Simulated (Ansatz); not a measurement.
**AlFH2Mg (SMILES [F][AlH][MgH]): single points off equilibrium**

The atoms stand at a structure displaced at random from a GFN2-xTB minimum. How far do the functionals agree with CCSD(T) there?

Program: Ansatz 0.2.0, Gaussian basis. Level of theory: single points in def2-TZVPP. These are calculated values, not measurements.

Correlated methods freeze the cores. The outer core shell of Li, Na, Mg and K is correlated.

## (1) Where the work starts

SMILES `[F][AlH][MgH]`, 5 atoms, charge 0, spin multiplicity 1.

Atoms are counted from 1 here; the program's logs count them from 0.

Bond lengths: F1–Al2 1.639 Å, Al2–H4 1.369 Å, Mg3–H5 1.771 Å. Angles: F1–Al2–H4 106.0°.

Geometry (Å):

```mol
AlFH2Mg
  3D, bonds by distance, orders not assigned

  5  3  0  0  0  0  0  0  0  0999 V2000
   -1.7534   -1.7734    0.6008 F   0  0
   -0.8778   -0.4789    0.1079 Al  0  0
    1.5649    0.4460    0.3982 Mg  0  0
   -1.5913    0.0955   -0.9089 H   0  0
    2.5854    1.6918   -0.3388 H   0  0
  1  2  8  0
  2  4  8  0
  3  5  8  0
M  END
```

## (2) CCSD(T)/def2-TZVPP

Contents of run/in.yaml:

```yaml
crystal:
  periodic: [false, false, false]
  atoms:
    - {symbol: F, position_ang: [-1.753400, -1.773400, 0.600800]}
    - {symbol: Al, position_ang: [-0.877800, -0.478900, 0.107900]}
    - {symbol: Mg, position_ang: [1.564900, 0.446000, 0.398200]}
    - {symbol: H, position_ang: [-1.591300, 0.095500, -0.908900]}
    - {symbol: H, position_ang: [2.585400, 1.691800, -0.338800]}
basis:
  gaussian: {orbitals: def2-TZVPP}
correlation: {method: ccsd_t}
output: {forces: true}
```

The command line of these runs was not kept.

## (3) PBE0-D4/def2-TZVPP

run/in.yaml, as its differences from that of step 2:

```diff
@@ -10,3 +10,3 @@
   gaussian: {orbitals: def2-TZVPP}
-correlation: {method: ccsd_t}
-output: {forces: true}
+hamiltonian: {xc: pbe0, dispersion: d4}
+output: {forces: true, orbitals: {seedname: orbitals}}
```

## (4) wB97M-V/def2-TZVPP

run/in.yaml, as its differences from that of step 3:

```diff
@@ -10,3 +10,3 @@
   gaussian: {orbitals: def2-TZVPP}
-hamiltonian: {xc: pbe0, dispersion: d4}
-output: {forces: true, orbitals: {seedname: orbitals}}
+hamiltonian: {xc: {name: wB97M-V}}
+output: {forces: true}
```

## (5) r2SCAN-D4/def2-TZVPP

run/in.yaml, as its differences from that of step 4:

```diff
@@ -10,3 +10,3 @@
   gaussian: {orbitals: def2-TZVPP}
-hamiltonian: {xc: {name: wB97M-V}}
+hamiltonian: {xc: r2scan, dispersion: d4}
 output: {forces: true}
```

## (6) PBE-D4/def2-TZVPP

run/in.yaml, as its differences from that of step 5:

```diff
@@ -10,3 +10,3 @@
   gaussian: {orbitals: def2-TZVPP}
-hamiltonian: {xc: r2scan, dispersion: d4}
+hamiltonian: {xc: pbe, dispersion: d4}
 output: {forces: true}
```

## (7) B97M-V/def2-TZVPP

run/in.yaml, as its differences from that of step 6:

```diff
@@ -10,3 +10,3 @@
   gaussian: {orbitals: def2-TZVPP}
-hamiltonian: {xc: pbe, dispersion: d4}
+hamiltonian: {xc: {name: B97M-V}}
 output: {forces: true}
```

## (8) BLYP-D4/def2-TZVPP

run/in.yaml, as its differences from that of step 7:

```diff
@@ -10,3 +10,3 @@
   gaussian: {orbitals: def2-TZVPP}
-hamiltonian: {xc: {name: B97M-V}}
+hamiltonian: {xc: {name: BLYP}, dispersion: d4}
 output: {forces: true}
```

(Steps that only read results are left out.)

Before running it: what results should come out? Wanted: energy less free atoms, CCSD(T)/def2-TZVPP; RMS force component; RMS force error; HOMO and LUMO, PBE0-D4; T1 diagnostic.

As calculated:

| quantity | value |
| --- | --- |
| energy less free atoms, CCSD(T)/def2-TZVPP | -1081.1 kJ/mol |
| RMS force component | 1.580 to 1.655 eV/Å over the methods |
| RMS force error | PBE0-D4 0.047, wB97M-V 0.073, r2SCAN-D4 0.043, PBE-D4 0.151, B97M-V 0.121, BLYP-D4 0.190 eV/Å |
| HOMO and LUMO, PBE0-D4 | -6.37 and -2.17 eV |
| T1 diagnostic | 0.011 |

What this shows: Against CCSD(T) the functionals' energies less atoms differ by -65.3 to -1.1 kJ/mol, PBE-D4 by -17.6 kJ/mol. The reference is not at the basis limit: in triple zeta CCSD(T) underbinds, which counts against methods that bind more; the gaps are no ranking. On forces the order runs from r2SCAN-D4 to BLYP-D4. Frozen-core CCSD(T) forces in triple zeta carry basis errors of their own, and this is one geometry, so small gaps rank nothing.
